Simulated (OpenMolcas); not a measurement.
**C3H4 (propyne): levels of theory compared**

Aim: a comparison of 6 runs (HF/def2-SVPD, B3LYP/6-31G*, M06-2X/def2-SVPD, PBE/def2-SVPD, PBE0/def2-SVPD, CCSD(T)/def2-SVPD) of C3H4 (propyne). 

Program for the calculation: OpenMolcas 26.06.

## (1) The molecule

C3H4 has 7 atoms, charge 0, and is taken as a singlet. SMILES: `C#CC`. The shape is that of a PBE0-D4/def2-TZVP optimisation.

Bond lengths: C1–C2 1.200 Å, C2–C3 1.449 Å, C1–H4 1.064 Å, C3–H5 1.093 Å, C3–H6 1.093 Å, C3–H7 1.093 Å. Angles: C1–C2–C3 180.0°, C2–C1–H4 180.0°, C2–C3–H5 110.9°, C2–C3–H6 110.9°, C2–C3–H7 110.9°, H5–C3–H6 108.0°, H5–C3–H7 108.0°, H6–C3–H7 108.0°.

## (2) Energy and gradient at HF/def2-SVPD (run 1)

mol.input reads:

```
&gateway
 baslib=$CurrDir
 coord
 7
 angstrom
 C       -1.347190      -0.669570      -0.791960
 C       -0.396330      -0.196990      -0.233110
 C        0.752130       0.373790       0.442180
 H       -2.190260      -1.088470      -1.287720
 H        1.261230       1.096880      -0.199350
 H        0.449670       0.887820       1.357540
 H        1.470770      -0.403460       0.712420
 basis=def2-SVPD
 group=NoSym

&seward

&scf
 thresholds=1e-10 1e-07 1e-07 1e-05
 prorbitals=0

&alaska
```

The basis set def2-SVPD is read from a file made from the Basis Set Exchange's data (not shown).

Launch:

```
$ export MOLCAS_MEM=1860
$ pymolcas mol.input > mol.log
```

The log of the run:

```text
--- Start Module: gateway ---
[...]
--- Stop Module: gateway /rc=_RC_ALL_IS_WELL_ ---
[...]
      Basis functions           92
[...]
--- Start Module: scf ---
[...]
       Convergence after  14 Iterations
[...]
::    Total SCF energy                               -115.7837802714
[...]
      Total spin, S                                     0.0000000000
[...]
      Total electronic charge=   22.000000
      Total            charge=   -0.000000
[...]
      Dipole Moment (debye):
      Origin of the operator (angstrom)=   -0.2722   -0.1353   -0.1601
                   X=  5.8745E-01               Y=  2.9208E-01               Z=  3.4534E-01           Total=  7.4140E-01
      Quadrupole Moment (debye*angstrom):
[...]
 *              Molecular gradients               *
 **************************************************
  Irreducible representation: a
 ------------------------------------------------------------------------------------------
                              X                       Y                       Z
 ------------------------------------------------------------------------------------------
  C1               -1.51852060129531E-02   -7.55334330874291E-03   -8.90511264784610E-03
  C2                2.58209147616886E-02    1.28348724316585E-02    1.51589627252888E-02
  C3               -1.27276764407771E-02   -6.32727084445595E-03   -7.47567755233391E-03
  H4               -1.70165047066462E-05   -4.70127692642208E-06   -1.67181901113977E-05
  H5                1.01070356213828E-03    1.22405265193049E-03   -8.49097477988003E-04
  H6               -2.32115043266479E-04    9.01858307459591E-04    1.53780370588530E-03
  H7                1.33039567785342E-03   -1.07546796092839E-03    5.49839437175015E-04
 ------------------------------------------------------------------------------------------
[...]
```

Wall time 9.3 s (1 thread of Arm Neoverse V1, shared host); peak memory 0.51 GiB.

## (3) Energy and forces at B3LYP/6-31G(d) (Cartesian functions) (run 2)

mol.inp reads:

```
* C3H4 Kohn-Sham DFT

&GATEWAY
  BASLIB=$CurrDir
  COORD
  7
  angstrom
  C       -1.347190      -0.669570      -0.791960
  C       -0.396330      -0.196990      -0.233110
  C        0.752130       0.373790       0.442180
  H       -2.190260      -1.088470      -1.287720
  H        1.261230       1.096880      -0.199350
  H        0.449670       0.887820       1.357540
  H        1.470770      -0.403460       0.712420
  BASIS=6-31Gs
  GROUP=NoSym

&SEWARD
  GRIDINPUT
  Grid=UltraFine
  End of Grid

&SCF
  KSDFT=B3LYP
  THRESHOLDS=1e-10 1e-07 1e-07 1e-05
  PRORBITALS=1

&ALASKA
```

The basis set 6-31G* is read from a file made from the Basis Set Exchange's data (not shown).

Launch:

```
$ export MOLCAS_MEM=1860
$ pymolcas mol.inp > mol.log
```

The log of the run:

```text
--- Start Module: gateway ---
[...]
--- Stop Module: gateway /rc=_RC_ALL_IS_WELL_ ---
[...]
      Basis functions           53
[...]
--- Start Module: scf ---
[...]
       Convergence after  13 Iterations
[...]
::    Total KS-DFT energy                            -116.6530203289
[...]
      Total spin, S                                     0.0000000000
[...]
      Total electronic charge=   22.000000
      Total            charge=   -0.000000
[...]
      Dipole Moment (debye):
      Origin of the operator (angstrom)=   -0.2722   -0.1353   -0.1601
                   X=  5.4002E-01               Y=  2.6849E-01               Z=  3.1741E-01           Total=  6.8152E-01
      Quadrupole Moment (debye*angstrom):
[...]
 *              Molecular gradients               *
 **************************************************
  Irreducible representation: a
 ------------------------------------------------------------------------------------------
                              X                       Y                       Z
 ------------------------------------------------------------------------------------------
  C1                1.12489344925297E-02    5.58748537610487E-03    6.62204259076749E-03
  C2               -5.75038827959329E-03   -2.85787673198090E-03   -3.39106746814988E-03
  C3               -1.86465264833835E-03   -9.28448571958285E-04   -1.09028253486310E-03
  H4                1.25625670719121E-03    6.26590752229372E-04    7.35813302170207E-04
  H5               -2.04638611779573E-03   -1.99166515289129E-03    7.49726326551015E-04
  H6               -3.60511199051228E-04   -1.56010956283281E-03   -2.48317816943588E-03
  H7               -2.48325295493124E-03    1.12402389133415E-03   -1.14305404703774E-03
 ------------------------------------------------------------------------------------------
[...]
```

Run time: 16 s. Hardware: 1 thread of Arm Neoverse V1, shared host; peak memory 0.38 GiB.

Run 3 isn't shown in full; the table further down has it.

## (4) Energy and forces at PBE/def2-SVPD (run 4)

test.input reads:

```
>>> EXPORT MOLCAS_PRINT=2
&gateway
baslib
$CurrDir
coord
7
bohr
C     -2.54582014    -1.26530392    -1.49658750
C     -0.74895515    -0.37225715    -0.44051406
C      1.42131971     0.70636073     0.83559910
H     -4.13899154    -2.05691019    -2.43343813
H      2.38337928     2.07280279    -0.37671690
H      0.84975315     1.67773665     2.56537880
H      2.77935249    -0.76242890     1.34627869
basis
def2-SVPD
group
NoSym
&seward
gridinput
Grid=UltraFine
End of Grid
&scf
ksdft
PBE
thresholds
1e-10 1e-07 1e-07 1e-05
prorbitals
1 1
&alaska
```

The basis set def2-SVPD is read from a file made from the Basis Set Exchange's data (not shown).

Launch:

```
$ export MOLCAS_MEM=1860
$ pymolcas test.input > test.log
```

The log of the run:

```text
--- Start Module: gateway ---
[...]
--- Stop Module: gateway /rc=_RC_ALL_IS_WELL_ ---
[...]
      Basis functions           92
[...]
--- Start Module: scf ---
[...]
       Convergence after  14 Iterations
[...]
::    Total KS-DFT energy                            -116.4087712630
[...]
      Total spin, S                                     0.0000000000
[...]
      Total electronic charge=   22.000000
      Total            charge=   -0.000000
[...]
      Dipole Moment (debye):
      Origin of the operator (angstrom)=   -0.2722   -0.1353   -0.1601
                   X=  6.6318E-01               Y=  3.2970E-01               Z=  3.8987E-01           Total=  8.3697E-01
      Quadrupole Moment (debye*angstrom):
[...]
 *              Molecular gradients               *
 **************************************************
  Irreducible representation: a
 ------------------------------------------------------------------------------------------
                              X                       Y                       Z
 ------------------------------------------------------------------------------------------
  C1                2.75136077663483E-02    1.36713655851426E-02    1.61807462390153E-02
  C2               -3.12659955856738E-02   -1.55384303851456E-02   -1.83881444520895E-02
  C3                4.55342233320710E-03    2.26139717659679E-03    2.68293772690020E-03
  H4                9.31151299854793E-03    4.62929956151004E-03    5.47138611221198E-03
  H5               -5.17418535941161E-03   -6.79514943853032E-03    5.41344563930446E-03
  H6                2.12106201617535E-03   -4.91861021566686E-03   -8.57967134786097E-03
  H7               -7.05942416918903E-03    6.69012771610866E-03   -2.78069991748930E-03
 ------------------------------------------------------------------------------------------
[...]
```

It took 35 s on 1 thread of Arm Neoverse V1, shared host; peak memory 0.51 GiB.

Run 5 isn't shown in full; the table further down has it.

## (5) A single-point energy at CCSD(T)/def2-SVPD (run 6)

run.inp reads:

```
&GATEWAY
 BasLib
 $CurrDir
 BasisSet
 C.def2-SVPD....
 C1 -1.347190 -0.669570 -0.791960 angstrom
 C2 -0.396330 -0.196990 -0.233110 angstrom
 C3 0.752130 0.373790 0.442180 angstrom
 End of Basis
 BasisSet
 H.def2-SVPD....
 H4 -2.190260 -1.088470 -1.287720 angstrom
 H5 1.261230 1.096880 -0.199350 angstrom
 H6 0.449670 0.887820 1.357540 angstrom
 H7 1.470770 -0.403460 0.712420 angstrom
 End of Basis

&SEWARD

&SCF
 Thresholds
 1e-10 1e-07 1e-07 1e-05
 PrOrbitals
 1 2

&RASSCF
 FileOrb
 $Project.ScfOrb
 Spin
 1
 Nactel
 0 0 0
 Inactive
 11
 Ras2
 0
 OutOrbitals
 Canonical
 OrbListing
 NoCore

&MOTRA
 JobIph
 Frozen
 3

&CCSDT
 CCT
 Triples
 2
 Iterations
 80
 Accuracy
 1e-08
 Extrapolation
 5 4
```

The basis set def2-SVPD is read from a file made from the Basis Set Exchange's data (not shown).

Launch:

```
$ export MOLCAS_MEM=1860
$ pymolcas run.inp > run.log
```

The log of the run:

```text
--- Start Module: gateway ---
[...]
--- Stop Module: gateway /rc=_RC_ALL_IS_WELL_ ---
[...]
      Basis functions           92
[...]
       Convergence after  12 Iterations
[...]
::    Total SCF energy                               -115.7837802714
[...]
      Total spin, S                                     0.0000000000
[...]
      Number of active orbitals                  0
[...]
      Spin quantum number                      0.0
[...]
      Active orbitals                            0
[...]
      Number of CSFs                             1
[...]
      Number of root(s) required                 1
[...]
      Convergence after  4 iterations
[...]
      Natural orbitals and occupation numbers for root  1
      ************************************************************************************************************************
      *                                                    Final results                                                     *
      ************************************************************************************************************************
[...]
::    RASSCF root number  1 Total energy:   -115.78378027
[...]
      Total electronic charge=   22.000000
      Total            charge=   -0.000000
[...]
      Dipole Moment (debye):
      Origin of the operator (angstrom)=   -0.2722   -0.1353   -0.1601
                   X=  5.8746E-01               Y=  2.9208E-01               Z=  3.4534E-01           Total=  7.4140E-01
      Quadrupole Moment (debye*angstrom):
[...]
--- Start Module: motra ---
[...]
--- Stop Module: motra /rc=_RC_ALL_IS_WELL_ ---
[...]
--- Start Module: ccsdt ---
[...]
      Convergence after                    17  Iterations
      Total energy (diff) :    -116.22409916       0.00000000
[...]
 METHOD                       : CCSD+T(CCSD)+<T3(1)WT1> = CCSD(T)
[...]
       CCSD     =      -116.2240991621768
[...]
```

It took 46 s on 1 thread of Arm Neoverse V1, shared host; peak memory 0.51 GiB.

## (6) Overview of the runs

```csv
run,level,Cartesian functions,integration grid,energy (Eh),dipole moment (D) of the reference,HOMO energy (eV),LUMO energy (eV),wall time
1,HF/def2-SVPD,no,–,-115.783780,0.74,-10.54,2.60,9.3 s
2,B3LYP/6-31G* (Cartesian functions),yes,UltraFine,-116.653020,0.68,-7.07,1.75,16 s
3,M06-2X/def2-SVPD,no,UltraFine,-116.510955,0.78,-9.01,1.03,45 s
4,PBE/def2-SVPD,no,UltraFine,-116.408771,0.84,-6.50,0.18,35 s
5,PBE0/def2-SVPD,no,UltraFine,-116.422875,0.81,-7.75,0.82,33 s
6,CCSD(T)/def2-SVPD,no,–,-116.241950,0.74,-10.54,2.60,46 s
```

## (7) What came out

| quantity | value |
| --- | --- |
| run 6: total energy | -116.24195 Eh |
| run 6: dipole moment (mean-field density) | 0.74 D |
| run 6: HOMO energy (Hartree–Fock orbitals) | -10.54 eV |
| run 6: LUMO energy (Hartree–Fock orbitals) | 2.60 eV |
| run 6: HOMO–LUMO gap (Hartree–Fock orbitals) | 13.14 eV |
| run 6: correlation energy (3 core orbitals frozen) | -458.2 mEh |
| run 6: (T) correction | -17.85 mEh |

In words: Over runs 1, 2, 3, 4, 5 the dipole moment (its size) runs from 0.68 D (B3LYP/6-31G*) to 0.84 D (PBE/def2-SVPD). The two ends differ in method and basis. Over runs 1, 2, 3, 4, 5 the HOMO–LUMO gap runs from 6.68 eV (PBE/def2-SVPD) to 13.14 eV (HF/def2-SVPD). Exact exchange widens orbital gaps. Totals of different functionals can't be ranked against each other. All runs together took 3.1 min, the longest 46 s.
